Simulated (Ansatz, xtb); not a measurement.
# Two isomers of C4H8N2

Structure a: `C=C/C(N)=C\N`, a singlet. Structure b: `[H]/N=C(\C=C)CN`, a singlet. Both are isolated molecules in the gas phase, relaxed with B3LYP-D3(BJ)/def2-SVP; the shapes shown needn't be the lowest conformers.

a (Å):

```
atom   x (Å)    y (Å)    z (Å)
   C  0.7085  -1.1533   2.2007
   C  0.7210   0.0341   1.5677
   C  1.0485   0.2366   0.1604
   C  1.2765   1.4712  -0.3651
   N  1.1749  -0.9363  -0.6227
   N  1.4929   2.6559   0.3389
   H  1.0291  -2.0659   1.6923
   H  0.4010  -1.2359   3.2455
   H  0.4178   0.9273   2.1257
   H  0.3461  -1.5285  -0.5635
   H  1.3822  -0.7402  -1.5984
   H  1.4204   1.5659  -1.4482
   H  1.0451   3.4761  -0.0616
   H  1.3385   2.6028   1.3408
```

b (Å):

```yaml
atoms:
  - { symbol: C, position_ang: [1.9493, -0.0254, 2.1509] }
  - { symbol: C, position_ang: [0.6910, -0.2134, 1.7298] }
  - { symbol: C, position_ang: [0.1928, 0.0140, 0.3547] }
  - { symbol: C, position_ang: [1.1698, 0.5062, -0.7090] }
  - { symbol: N, position_ang: [-1.0233, -0.1823, 0.0075] }
  - { symbol: N, position_ang: [0.6170, 0.7096, -2.0315] }
  - { symbol: H, position_ang: [2.2311, -0.2187, 3.1890] }
  - { symbol: H, position_ang: [2.7421, 0.3254, 1.4857] }
  - { symbol: H, position_ang: [-0.0641, -0.5677, 2.4430] }
  - { symbol: H, position_ang: [-1.5783, -0.5108, 0.8070] }
  - { symbol: H, position_ang: [1.6230, 1.4485, -0.3514] }
  - { symbol: H, position_ang: [2.0068, -0.2132, -0.7674] }
  - { symbol: H, position_ang: [-0.1714, 1.3544, -1.9530] }
  - { symbol: H, position_ang: [0.1781, -0.1624, -2.3325] }
```

Energies in hartree; the thermal terms are from GFN2-xTB frequencies at re-optimised GFN2-xTB minima (ideal gas, soft modes damped towards free rotors, one conformer each, 298.15 K, 1 atm) and include the zero-point energy:

|  | a | b |
| --- | --- | --- |
| E, CCSD(T)/def2-SVP | −265.744577 | −265.750877 |
| E, MP2/def2-SVP | −265.656779 | −265.660482 |
| E, MP2/def2-TZVPP | −266.157953 | −266.159203 |
| zero-point energy | 0.115896 | 0.116403 |
| H(298 K) − E | 0.124086 | 0.124531 |
| G(298 K) − E | 0.085520 | 0.085415 |

Problem. Correct the CCSD(T) difference for the basis set by the MP2 change, then work out ΔE, ΔE₀, ΔH and ΔG for a → b in kcal/mol (1 Eh = 627.51 kcal/mol) and the equilibrium ratio [b]/[a].

Solution. 1. Differences b − a: CCSD(T) −0.006300, MP2 in the small set −0.003703, MP2 in the large set −0.001250 Eh.
2. ΔE = −0.006300 + (−0.001250 − (−0.003703)) = −0.003847 Eh = −2.41 kcal/mol.
3. ΔE₀ = ΔE + ΔZPE = −0.003847 + (+0.000507) Eh = −2.10 kcal/mol.
4. ΔH = ΔE + (+0.000445) Eh = −2.13 kcal/mol.
5. ΔG = ΔE + (−0.000105) Eh = −2.48 kcal/mol, so ΔS = (ΔH − ΔG)/T = +4.8 J/(mol K).
6. kT = 0.9442 mEh, so K = [b]/[a] = exp(−ΔG/kT) = exp(+4.19) ≈ 66.

Structure b is favoured at this temperature. An error of 1 kcal/mol in ΔG would change K by a factor of 5.4. GFN2-xTB, r2SCAN-D4/def2-SVP, B3LYP-D3(BJ)/def2-SVP gave ΔE the other sign. Mirror images and further conformers aren't counted.

As drawn, b has 1 C=N, 1 C–C, 1 C–H in place of 1 C=C, 1 C–N, 1 N–H.

Other levels gave ΔE = +2.6 (GFN2-xTB); −10.3 (HF/STO-3G, GFN2-xTB geometries); +2.1 (r2SCAN-D4/def2-SVP, GFN2-xTB geometries); +0.8 (B3LYP-D3(BJ)/def2-SVP); −4.4 (HF/def2-SVP); −2.3 (MP2/def2-SVP); −4.0 (CCSD(T)/def2-SVP) kcal/mol. The correlated steps freeze 6 core orbitals. Programs: Ansatz 0.2.0, xtb 6.7.1.
